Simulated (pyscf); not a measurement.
Thermochemistry of product channels of H₃C–Al (SMILES [CH3][Al]) [singlet] + HCl (SMILES Cl) on the singlet surface, in kcal/mol, from ωB97M-D3(BJ)/def2-TZVP energies (ideal gas, 1 atm, RRHO with modes under 100 cm⁻¹ raised to 100, one conformer, R ln 2 for rigid chiral ones). Structures and frequencies: ωB97X-D3(BJ)/def2-SVP in PySCF.

```
products                                                          ΔE  ΔH(298 K)  ΔG(600 K)  ΔG(900 K)
-------------------------------------------------------------  -----  ---------  ---------  ---------
Al–Cl (SMILES [Al][Cl]) [singlet] + CH₄ (SMILES C)             -55.3      -52.2      -50.0      -48.5
Al–CH₂–Cl (SMILES [Al][CH2]Cl) [singlet] + H₂ (SMILES [H][H])  +17.3      +15.2      +16.9      +17.3
H₃C–AlH–Cl (SMILES [CH3][AlH][Cl])                             -65.5      -64.3      -46.8      -38.3
```

These are energies of the channels, which say nothing of barriers.
